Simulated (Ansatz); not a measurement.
Ansatz (a quantum-chemistry and plane-wave program) input (PBE0/6-311++G(3df,3pd)): A basis named .json is the Basis Set Exchange file of that set (core-valence sets with the plain set on hydrogen).

Ansatz 0.2 input:
```yaml
crystal:
  periodic: [false, false, false]
  atoms:
    - {symbol: C, position_ang: [-0.00000000, -0.00000000, -0.62165074]}
    - {symbol: C, position_ang: [0.00000000, 0.00000000, 0.62165074]}
    - {symbol: H, position_ang: [0.00000000, 0.00000000, 1.70119702]}
    - {symbol: H, position_ang: [-0.00000000, -0.00000000, -1.70119702]}
basis:
  gaussian:
    orbitals: 6-311++G_3df_3pd_.json
hamiltonian:
  xc: {name: PBE0}
total_charge: 1
magnetization: {spin_polarized: true, initial_magnetization: 1}
```

Output:

```
Functional definition: PBE0
integrals: 0.02 GiB planned
502 factors; their error is unknown
mean field: 0.32 GiB planned
mean field evaluation 1: about -2087.1040 eV, gradient 2.9e1 eV
mean field evaluation 2: about -2089.2261 eV, gradient 1.9e1 eV
mean field evaluation 4: about -2090.9956 eV, gradient 1.1e-1 eV
mean field evaluation 8: about -2090.9835 eV, gradient 1.0e-2 eV
mean field evaluation 16: about -2090.9835 eV, gradient 2.1e-6 eV
mean field -2090.98350956 eV, -76.8422266569 hartree, gradient 2.1e-6 eV, S^2 0.752596; 0 other end points of the search recorded, 0 dependent functions left out
reference -2090.98352531 eV, -76.8422272355 hartree; 7, 6 occupied and 107, 108 virtual orbitals, 502 factors
Total energy: -2090.98352531 eV, -76.8422272355 hartree
```
